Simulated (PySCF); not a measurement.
**AlH (SMILES [AlH]) at revPBE/def2-TZVPPD**

What is the energy change on altering one bond length of AlH at revPBE/def2-TZVPPD? Input form: a Python script.

The calculation is run with PySCF 2.14.0.

3 further runs of the same task are left out: 3 set aside as unsound or not needed.

## Step 1: Starting point

AlH: 2 atoms, total charge 0, spin state singlet. SMILES: `[AlH]`. The coordinates come from a PBE0-D4/def2-TZVP relaxation.

Bond lengths: Al1–H2 1.665 Å.

## Step 2: A single-point energy at revPBE/def2-TZVPPD

job.py reads:

```python
from pyscf import gto, dft

molecule = gto.Mole()
molecule.atom = '''
Al     0.000000     0.000000    -0.025640
H      0.000000     0.000000     1.639110
'''
molecule.max_memory = 1860
molecule.basis = 'def2-tzvppd'
molecule.charge = 0
molecule.verbose = 3
molecule.spin = 0
molecule.build()

mf = dft.RKS(molecule, xc='revpbe')
mf.grids.level = 5
mf.conv_tol = 1e-10
mf.kernel()
if not mf.converged:
    mf = mf.newton().run(mf.mo_coeff, mf.mo_occ)

e_tot = mf.e_tot
print('Final energy', e_tot)
```

The run is started by

```
$ OMP_NUM_THREADS=1 python job.py
```

The log of the run:

```text
converged SCF energy = -242.927918110821
Final energy -242.92791811082097
```

Wall time 2.3 s (1 thread of Arm Neoverse V2, shared host); peak memory 0.3 GiB.

## Step 3: The distorted shape at the same level

input.py reads:

```python
from pyscf import gto, dft

system = gto.M(
    atom=[
    ('Al', (-0.000000, 0.000000, -0.857990)),
    ('H', (0.000000, -0.000000, 1.639110)),
],
    verbose=3,
    basis='def2-tzvppd',
    spin=0,
    max_memory=1860,
)

calc0 = dft.RKS(system, xc='revpbe')
calc0.grids.level = 5
calc0.conv_tol = 1e-10
calc0.kernel()
if not calc0.converged:
    calc0 = calc0.newton().run(calc0.mo_coeff, calc0.mo_occ)

energy = calc0.e_tot
print('E = %.10f Eh' % energy)
```

The run is started by

```
$ OMP_NUM_THREADS=1 python input.py
```

The log of the run:

```text
converged SCF energy = -242.883906369949
E = -242.8839063699 Eh
```

Run time: 2.5 s. Hardware: 1 thread of Arm Neoverse V2, shared host; peak memory 0.3 GiB.

## Step 4: Outcome

Level: revPBE/def2-TZVPPD.

```
                                                          quantity          value
                                         first shape: total energy  -242.92792 Eh
                                        first shape: dipole moment         0.14 D
                                          first shape: HOMO energy       -4.90 eV
                                          first shape: LUMO energy       -2.50 eV
                                        first shape: HOMO–LUMO gap        2.40 eV
                                     distorted shape: total energy  -242.88391 Eh
                                    distorted shape: dipole moment         3.32 D
                                      distorted shape: HOMO energy       -4.71 eV
                                      distorted shape: LUMO energy       -2.97 eV
                                    distorted shape: HOMO–LUMO gap        1.74 eV
energy change with the Al1–H2 bond stretched from 1.665 to 2.497 Å       1.198 eV
```

One bond (distorted shape) is far stretched, which a spin-restricted single reference describes badly; a broken-symmetry solution may lie lower. With the Al1–H2 bond stretched from 1.665 to 2.497 Å the energy rises by 1.20 eV (116 kJ/mol). The first shape isn't relaxed at this level, so the change isn't measured from a minimum. A restricted reference can't describe the breaking bond well at this length.
